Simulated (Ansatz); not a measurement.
Elastic constant C12 (GPa) of solids drawn from the class of elemental solids other than molecular ones, at two levels: PBE (Ansatz, a quantum-chemistry and plane-wave program, plane waves, PAW), and r²SCAN in Ansatz (plane waves, PAW).

```
solid                        PBE  r²SCAN  shift (%)
--------------------------  ----  ------  ---------
bcc Ba                      7.26    6.39      -12.0
fcc Sr                      9.82    10.2       +3.9
fcc Rh                       179     199      +11.2
diamond                      125     120       -4.0
body-centred tetragonal In  24.1    29.2        +21
diamond-structure Si        56.7    61.6       +8.6
hcp Mg                      24.2    26.0       +7.4
hcp Zn                      39.0    45.0      +15.4
fcc Pd                       152     170      +11.8
fcc Pt                       219     242      +10.5
```

The shifts run from -12.0 % to +21 %, with a median of +9.6 %.

Over all 10 rows r²SCAN is the larger in 8.

Ansatz's runs of these crystals have no spin polarisation. Meta-GGA and hybrid levels favour moments, which can bear on fcc Rh, fcc Pd, fcc Pt.

Spin–orbit coupling is left out, also for the solids with elements from indium on (bcc Ba, body-centred tetragonal In, fcc Pt); its size isn't shown.

Each level is taken at its own relaxed cell. Ansatz's density-functional and Hartree–Fock values are scalar-relativistic unless marked +SOC, with PAW data made under PBE.
